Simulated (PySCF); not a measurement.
Compound: C4H6ClF.
SMILES with atom numbers: `[CH2:1]=[CH:2][C@:3]([CH3:4])([F:5])[Cl:6]` (hydrogens: H7, H8 on C1; H9 on C2; H10, H11, H12 on C4)

Structure used (GFN2-xTB), in Å, numbered top down from 1:
```xyz
12
C4H6ClF angstrom
C      2.0041   -0.1629   -0.2402
C      0.7593   -0.5930   -0.1476
C     -0.3436    0.1715    0.5113
C     -1.5888    0.3178   -0.3430
F      0.0813    1.4118    0.8979
Cl    -0.7759   -0.7084    2.0397
H      2.3012    0.7946    0.1534
H      2.7674   -0.7528   -0.7161
H      0.4547   -1.5557   -0.5302
H     -1.9756   -0.6606   -0.6097
H     -1.3337    0.8684   -1.2470
H     -2.3491    0.8687    0.2055
```

The closed-shell SCF was solved with PySCF and density fitting under several settings on one GFN2-xTB geometry (grid level 2 and gas phase unless stated).

```json
{"settings": "wB97X/aug-pcSseg-1", "basis functions": "217", "SCF cycles": "13", "E (Eh)": "-715.9636", "HOMO (eV)": "-10.45", "LUMO (eV)": "1.04", "dipole (D)": "2.35"}
{"settings": "HF/6-31G", "basis functions": "70", "SCF cycles": "10", "E (Eh)": "-713.7526", "HOMO (eV)": "-10.56", "LUMO (eV)": "3.57", "dipole (D)": "3.07"}
{"settings": "PBE0/pcSseg-1", "basis functions": "139", "SCF cycles": "14", "E (Eh)": "-715.5758", "HOMO (eV)": "-8.07", "LUMO (eV)": "-0.60", "dipole (D)": "2.39"}
{"settings": "X3LYP/3-21G, IEF-PCM acetone, start guess huckel", "basis functions": "70", "SCF cycles": "12", "E (Eh)": "-712.3079", "HOMO (eV)": "-7.63", "LUMO (eV)": "-0.27", "dipole (D)": "3.20"}
```

Problem. Estimate the row for these settings: PBE0/def2-SVPD.

Solution. 
| settings | basis functions | SCF cycles | E (Eh) | HOMO (eV) | LUMO (eV) | dipole (D) |
| --- | --- | --- | --- | --- | --- | --- |
| PBE0/def2-SVPD | 178 | 14 | -715.3108 | -8.10 | -0.73 | 2.35 |

Problem. Over all rows, what range does the HOMO–LUMO gap span?

Solution. From 7.36 eV (X3LYP/3-21G, IEF-PCM acetone, start guess huckel) to 14.13 eV (HF/6-31G). The functional of the narrowest has 22 % exact exchange, that of the widest 100 % exact exchange.

Problem. Compare two rows with the functional PBE0: PBE0/pcSseg-1 and PBE0/def2-SVPD. Which energy is lower, and by how much?

Solution. PBE0/pcSseg-1 (139 functions) lies 0.2650 Eh or 166 kcal/mol below PBE0/def2-SVPD (178 functions). The smaller set gives the lower energy; the two sets aren't nested, so the variational bound doesn't order them by size.

Whole jobs, the steps after the SCF included, on an Arm Neoverse V1 with one thread, on a shared host:

```json
{"settings": "wB97X/aug-pcSseg-1", "work after the SCF": "shieldings, charges and field gradients", "wall time": "31 s", "peak memory": "0.98 GiB"}
{"settings": "HF/6-31G", "work after the SCF": "shieldings", "wall time": "2.3 s", "peak memory": "0.37 GiB"}
{"settings": "PBE0/pcSseg-1", "work after the SCF": "shieldings", "wall time": "11 s", "peak memory": "0.70 GiB"}
{"settings": "X3LYP/3-21G, IEF-PCM acetone, start guess huckel", "work after the SCF": "spin–spin couplings from 11 perturbed nuclei, spin–dipole term for 1 of them", "wall time": "7.0 s", "peak memory": "0.54 GiB"}
{"settings": "PBE0/def2-SVPD", "work after the SCF": "1 singlet by full TDDFT, polarisability", "wall time": "14 s", "peak memory": "0.74 GiB"}
```

Cycle counts include a coarse-grid stage where the run had one. The structure is a single GFN2-xTB conformer; no vibrational corrections.
